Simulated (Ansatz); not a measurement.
Born–Oppenheimer molecular dynamics of C2H4B (7 atoms, charge 1, multiplicity 1). It starts from a relaxed structure.

All numbers below come from RKS r2SCAN/STO-3G in Ansatz 0.2.0.

| Quantity | Value |
| --- | --- |
| ensemble | NVT, Nosé–Hoover chain |
| time step | 0.25 fs |
| steps asked | 250 |
| set temperature | 400 K |
| thermostat | time constant 20 fs, chain length 3 |
| seed | 730880 |

First frame:

```xyz
7
Properties=species:S:1:pos:R:3
C -1.402 -1.209 -0.382
B -0.324 -0.321 -0.071
C 0.787 0.632 0.233
H -2.240 -1.900 -0.623
H 0.551 1.598 -0.296
H 0.859 0.894 1.309
H 1.768 0.306 -0.170
```

Question: How far do the bonds stretch over the last three quarters of this one trajectory? (Pairs bonded in most of those frames.)

Answer: 
| bond | mean (Å) | spread (Å) | shortest | longest |
| --- | --- | --- | --- | --- |
| C1–B2 | 1.435 | 0.010 | 1.41 | 1.45 |
| C1–H4 | 1.117 | 0.022 | 1.08 | 1.15 |
| B2–C3 | 1.494 | 0.013 | 1.48 | 1.52 |
| C3–H5 | 1.113 | 0.016 | 1.09 | 1.14 |
| C3–H6 | 1.125 | 0.020 | 1.08 | 1.16 |
| C3–H7 | 1.128 | 0.046 | 1.04 | 1.20 |

Mean temperature of the second half: 415 K. The conserved energy stayed within 0.76 meV per atom of its start (net change -0.76 meV per atom), so the integration is sound. A run of 0.062 ps of so small a system gives no equilibrium averages. Limits of this set-up: minimal basis, the dipole of an ion depends on the origin.

Run time: 3.1 min on 1 CPU thread of a shared host.
